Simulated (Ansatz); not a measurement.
# H2Cl (doublet): from Hartree-Fock to the top rungs at distance H1–H2 along a hydrogen transfer = 1.061 Å, 6-31G

How much of the correlation energy of H2Cl (doublet) does each wave-function method recover here?

Computed with Ansatz 0.2.0, Gaussian basis. Level: 6-31G, core rule «outside noble gas», up to 5 orbitals frozen.

To be run: UHF; CCSD(T) on ROHF; CCSD(T) on UHF; BCCD(T) on ROHF; CISD; CCSDT(Q) on ROHF; CCSDT(Q) on UHF; CISDTQ; CCSDTQ on ROHF; CCSDTQ on UHF; CASSCF and MRCISD+Q, 3 electrons in 3 orbitals; CASSCF and NEVPT2, 3 electrons in 3 orbitals; CASSCF and MRCISD+Q, 9 electrons in 6 orbitals; CASSCF and NEVPT2, 9 electrons in 6 orbitals; Full CI.

7 further runs of the same task are left out: 6 that didn't finish, 1 set aside as unsound or not needed.

## (1) What is computed

The geometry derives from fragments relaxed apart (PBE0/def2-TZVP) and kept rigid, so it is no stationary point. A hydrogen atom is moved between rigid fragments.

3 atoms, charge 0, spin multiplicity 2.

Atoms are counted from 1 here; the program's logs count them from 0.

Bond lengths: H2–Cl3 1.350 Å.

Coordinates:

```xyz
3

H     0.00000    0.00000   -1.15733
H     0.00000    0.00000   -0.09633
Cl    0.00000    0.00000    1.25367
```

## (2) UHF

The input, in.yaml:

```yaml
crystal:
  periodic: [false, false, false]
  atoms:
    - {symbol: H, position_ang: [0.000000, 0.000000, -1.157333]}
    - {symbol: H, position_ang: [0.000000, 0.000000, -0.096333]}
    - {symbol: Cl, position_ang: [0.000000, 0.000000, 1.253667]}
basis:
  gaussian: {orbitals: 6-31G}
magnetization: {spin_polarized: true, initial_magnetization: 1}
hamiltonian: {xc: hf}
output: {orbitals: {seedname: orbitals}}
```

Started as:

```sh
$ ansatz run in.yaml --threads 1 --pin off --events-out ev --progress --plain --max-ram 2393MiB
```

After this run come: CCSD(T) on ROHF; CCSD(T) on UHF; BCCD(T) on ROHF; CISD; CCSDT(Q) on ROHF; CCSDT(Q) on UHF; CISDTQ; CCSDTQ on ROHF; CCSDTQ on UHF; CASSCF and MRCISD+Q, 3 electrons in 3 orbitals; CASSCF and NEVPT2, 3 electrons in 3 orbitals; CASSCF and MRCISD+Q, 9 electrons in 6 orbitals; CASSCF and NEVPT2, 9 electrons in 6 orbitals; Full CI.

Q: Predict the results of all the runs planned. Wanted: FCI below the RHF energy; RMP2 from FCI; UMP2 from FCI; RCCSD from FCI; RCCSD(T) from FCI; UCCSD(T) from FCI; RCCSDT(Q) from FCI; UCCSDT(Q) from FCI; NEVPT2 pair from FCI.

The runs gave:

| quantity | value |
| --- | --- |
| FCI below the RHF energy | -1.8562 eV |
| RMP2 from FCI | +352.1 meV |
| UMP2 from FCI | +346.8 meV |
| RCCSD from FCI | +21.3 meV |
| RCCSD(T) from FCI | +5.3 meV |
| UCCSD(T) from FCI | +4.8 meV |
| RCCSDT(Q) from FCI | +0.2 meV |
| UCCSDT(Q) from FCI | +0.1 meV |
| NEVPT2 pair from FCI | +173.3 meV |
| MRCISD+Q pair from FCI | +16.3 meV |
| NEVPT2 valence from FCI | +286.4 meV |
| levels within 1 kcal/mol (43 meV) | RCCSD, UCCSD, RCCSD(T), UCCSD(T), BCCD(T), RCCSDT, UCCSDT, CISDTQ, RCCSDT(Q), UCCSDT(Q), RCCSDTQ, UCCSDTQ, MRCISD pair, MRCISD+Q pair, MRCISD valence, MRCISD+Q valence |
| T1 diagnostic | 0.023 |
| effectively unpaired electrons | 1.01 |

**Reading.** RCCSD(T) lands +5.3 meV from the yardstick (0.3 % of the correlation energy). One determinant dominates. Of the multireference levels listed MRCISD+Q valence comes nearest in total energy (+14.1 meV), which doesn't show that its space is the better one. These misses are within one basis, not against nature; the frozen cores of restricted and unrestricted runs differ, which can shift their rows.
